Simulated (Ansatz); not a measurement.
# SF⁺, triplet: vertical spin and charge gaps

Geometry (PBE0/def2-TZVP stationary point for this spin):

```xyz
2

F     0.0000    0.0000    0.0000
S     0.0000    0.0000    1.5040
```

Basis cc-pVDZ; Ansatz 0.2.0. Only valence electrons are correlated (noble-gas cores frozen). R marks a restricted (for open shells ROHF) determinant, U an unrestricted one. Active spaces: valence = (12e, 8o) chosen from the atoms' valence shells.

Gaps are energies of the second state less the first, at fixed atoms, for a selection of the levels run; each method lands on the state that its own search finds for that charge and spin.

Task: PBE gives 9.320 eV for quintet less triplet. Estimate what UCCSDT(Q) gives in cc-pVDZ.

Result: UCCSDT(Q) in cc-pVDZ gives 9.284 eV, so against it PBE is off by 0.036 eV.

| level | gap (eV) | error (meV) |
| --- | --- | --- |
| RHF | 8.434 | -850 |
| UHF | 8.371 | -913 |
| UMP2 | 9.285 | 1 |
| RCCSD | 9.247 | -37 |
| UCCSD | 9.240 | -44 |
| RCCSD(T) | 9.282 | -2 |
| RCCSDT | 9.281 | -3 |
| RCCSDT(Q) | 9.282 | -2 |
| CASSCF (valence space) | 9.320 | 36 |
| wB97M-V | 9.654 | 370 |

In so small a basis the reference is far from its limit while semilocal and hybrid functionals are nearer theirs, so the functionals' errors here hold much of the reference's basis and frozen-core error, which can add to them or hide them.

Full CI isn't at hand for all of this; UCCSDT(Q) serves as the reference, and is uncertain by about the last step of the cluster series. The frozen core follows each run's orbitals, which can shift R against U totals by a few meV.
